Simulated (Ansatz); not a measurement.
LiF₂⁻. Charge -1, multiplicity 5. Geometry r2SCAN-D4/def2-TZVPD.

```xyz
3

Li    0.0001    0.0002    0.0001
F     1.0470   -1.9121    3.1443
F    -1.0472    1.9119   -3.1444
```

At HF/def2-TZVPD, PBE-D4/def2-TZVPD, revPBE-D4/def2-TZVPD, PBE0-D4/def2-TZVPD and others the highest occupied level of the charge -1 quintet lies above zero (up to 1.71 eV). It is a level of α spin, whose loss leaves a quartet; that state wasn't run at this geometry and level. The electron is either unbound and held by the finite basis, or the level is raised by self-interaction error. In the quintet geometry the species has come apart into loosely held pieces. At PBE0-D4/def2-TZVPD a singlet of charge -1 lies 12.15 eV below the quintet, each at its own geometry. The structure comes from a short search, and lower isomers may exist.

Estimate the α-spin orbital energies around the gap (eV) in Ansatz with HF/def2-TZVPD, PBE-D4/def2-TZVPD, revPBE-D4/def2-TZVPD, PBE0-D4/def2-TZVPD, r2SCAN0-D4/def2-TZVPD.


```tsv
orbital	HF/def2-TZVPD	PBE-D4/def2-TZVPD	revPBE-D4/def2-TZVPD	PBE0-D4/def2-TZVPD	r2SCAN0-D4/def2-TZVPD
HOMO−5	-17.03	-8.15	-8.10	-10.54	-10.95
HOMO−4	-17.02	-8.15	-8.10	-10.54	-10.95
HOMO−3	-17.01	-8.14	-8.09	-10.53	-10.95
HOMO−2	-17.01	-8.14	-8.09	-10.53	-10.95
HOMO−1	-1.60	0.52	0.53	-0.09	-0.11
HOMO	0.34	1.71	1.70	1.32	1.38
LUMO	3.61	1.94	1.97	2.35	2.36
LUMO+1	3.80	1.95	1.98	2.40	2.49
LUMO+2	6.18	3.65	3.66	4.27	4.39
LUMO+3	6.22	3.81	3.79	4.37	4.43
LUMO+4	6.30	3.82	3.83	4.43	4.66
LUMO+5	6.60	3.93	3.95	4.53	4.73
β HOMO	-15.59	-7.38	-7.33	-9.64	-10.02
β LUMO	3.77	-6.38	-6.18	-3.78	-3.00
```
